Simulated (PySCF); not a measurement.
Molecule: SMILES Fc1cccs1, C4H3FS.

Molfile (atoms numbered from 1):
```
C4H3FS
     RDKit          3D

  9  9  0  0  0  0  0  0  0  0999 V2000
    1.7898    0.7536   -1.7666 F   0  0  0  0  0  0  0  0  0  0  0  0
    0.8602    0.4735   -0.8739 C   0  0  0  0  0  0  0  0  0  0  0  0
    0.5636   -0.7484   -0.3474 C   0  0  0  0  0  0  0  0  0  0  0  0
   -0.5046   -0.6524    0.5936 C   0  0  0  0  0  0  0  0  0  0  0  0
   -0.9781    0.6212    0.7430 C   0  0  0  0  0  0  0  0  0  0  0  0
   -0.1325    1.7468   -0.2547 S   0  0  0  0  0  0  0  0  0  0  0  0
    1.0895   -1.6615   -0.6241 H   0  0  0  0  0  0  0  0  0  0  0  0
   -0.9073   -1.5058    1.1406 H   0  0  0  0  0  0  0  0  0  0  0  0
   -1.7805    0.9730    1.3894 H   0  0  0  0  0  0  0  0  0  0  0  0
  1  2  1  0
  2  3  2  0
  3  4  1  0
  4  5  2  0
  5  6  1  0
  6  2  1  0
  3  7  1  0
  4  8  1  0
  5  9  1  0
M  END
```

Geometry PBE0-D3(BJ)/def2-SVP throughout; GIAO in PySCF, gas phase, one conformer, non-relativistic; equivalent atoms averaged; basis pcSseg-2.

For orientation, BLYP gives these absolute shieldings σ: F1 291.3, C2 -9.5, C4 44.9, C5 54.6, C3 63.5, S6 255.9, H8 24.61, H9 24.94, H7 24.88 ppm.

A run gave: F1 326.9, C2 -1.2, C4 50.3, C5 57.9, C3 70.0, S6 295.6, H8 24.56, H9 24.75, H7 24.82 ppm (absolute shieldings σ).

Which functional was used in that run?
A. BP86
B. B97-D
C. mPW1PW91
D. BHandHLYP
E. CAM-B3LYP

## Answers

D. F1 tells them apart best: BHandHLYP gives 326.9, B97-D gives 296.0, BP86 gives 290.9, mPW1PW91 gives 308.4, CAM-B3LYP gives 316.3 ppm.
